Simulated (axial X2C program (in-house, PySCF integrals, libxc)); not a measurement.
# What spin–orbit coupling does to NaCl

All values were computed with an in-house all-electron X2C program for linear molecules (integrals from PySCF). Spin-free means the one-electron spin-free X2C Hamiltonian; two-component (2c) means X2C with spin–orbit coupling and atomic mean-field two-electron Coulomb and Gaunt terms, so the difference of the two also holds small scalar two-electron terms. Basis: Cl dyall-av3z [9s8p3d2f], Na dyall-cv3z [9s8p5d2f] (cores contracted in-house); Gaussian nuclei, density fitting, unrestricted open shells. Masses: Cl 34.969 u, Na 22.990 u.

Spin-free state: M_S = 0, Λ = 0 (closed shell); fragments Cl + Na.

```
  level  Re (Å)  ωe (cm⁻¹)  De (eV)  μ (D)
   PBE0   2.364      362.1    4.047   8.80
     HF   2.388      358.6    3.025   9.35
    MP2   2.397      351.0    4.261    n/a
   CCSD   2.394      352.9    4.057    n/a
CCSD(T)   2.397      350.8    4.143    n/a
  B97-3   2.375      358.5    4.216   8.95
```

Correlated methods: 8 electrons correlated (number of frozen shells: Cl 2 s, 1 p; Na 2 s, 1 p), 218 virtual spin orbitals or spinors in MP2, 84 natural virtuals in coupled cluster.

Dipoles are positive if Na is the positive end.

Two-component determinant lowest at the distance of the search:

Ω = 0 (closed shell); fragments Cl + Na.

```tsv
level	Re (Å)	ωe (cm⁻¹)	De (eV)	μ (D)
PBE0	2.364	362.0	4.041	8.79
HF	2.389	358.5	2.964	9.35
MP2	2.398	350.9	4.224	n/a
CCSD	2.394	352.8	4.021	n/a
CCSD(T)	2.397	350.7	4.108	n/a
B97-3	2.375	358.4	4.187	8.95
```

Question: From the two tables, how do the constants change at the CCSD(T) level (2c against spin-free)?

Answer: At the CCSD(T) level Re is unchanged within 0.001 Å and ωe stays the same within 0.2 cm⁻¹; De changes by -0.035 eV.

One determinant describes the state; a PBE0 search over occupations chose it and may have missed a lower one. Closed shells are restricted here (equal orbitals for both partners); the stretched side of such a curve lies too high. De is counted from the lowest determinant-based energies of the atoms at the same level, without counterpoise correction. Coupled cluster ran in a truncated set of natural virtual spinors; the MP2 energy of the rest was added. (T) has no such correction and the atoms are truncated less, which lowers De at CCSD(T) by a hundredth of an eV or more. In 2c an atomic determinant is not the ground J level, so De misses part of the atomic spin–orbit lowering. This holds for PBE0. The functionals have no current-density term, which raises determinants with orbital currents, atoms included.
